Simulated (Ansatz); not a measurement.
A made-up structure of CH$_{3}$NSi, singlet:

```json
{"atom": "C1", "x (Å)": "0.3674", "y (Å)": "-0.4249", "z (Å)": "-0.5668"}
{"atom": "N2", "x (Å)": "-0.3672", "y (Å)": "0.7061", "z (Å)": "0.6392"}
{"atom": "Si3", "x (Å)": "-0.6095", "y (Å)": "-0.8940", "z (Å)": "0.5274"}
{"atom": "H4", "x (Å)": "0.0023", "y (Å)": "-0.4760", "z (Å)": "-1.5923"}
{"atom": "H5", "x (Å)": "1.3979", "y (Å)": "-0.7662", "z (Å)": "-0.4705"}
{"atom": "H6", "x (Å)": "-0.6600", "y (Å)": "1.5001", "z (Å)": "1.2086"}
```

It is relaxed with PBE-D4/def2-SVP and then PBE0-D4/def2-TZVP (Ansatz 0.2.0). Atoms count as bonded within 1.22 times the sum of their covalent radii (H–H: 0.88 Å). The end point is not checked to be a true minimum.

Q: Does its bonding change? (Judge from chemistry; the calculation decides.)

A: By the calculation: Yes. Formed: C1–N2; broken: none.

Where it ends: The first stage lowers the energy by 4.12 eV in 8 steps. It ends as CH₃NSi ([CH2]1[NH][Si]1):
```xyz
6
angstrom
C 0.3116 -0.3531 -0.4789
N -0.3665 0.4037 0.5603
Si -0.8785 -1.1655 0.7916
H -0.0082 -0.1688 -1.5044
H 1.3917 -0.4596 -0.3790
H -0.3192 1.3884 0.7559
```

Labels in which every atom is bracketed show which atoms are joined, not bond orders.

For scale, one of the runs: PBE0-D4/def2-TZVP relaxation, 117 basis functions, launched by `ansatz run in.yaml --threads 2 --pin off --events-out ev --progress --plain --max-ram 4352MiB`. Hardware: 2 CPU threads of an Intel Xeon 6975P-C, shared host. Wall time about 6.5 s.
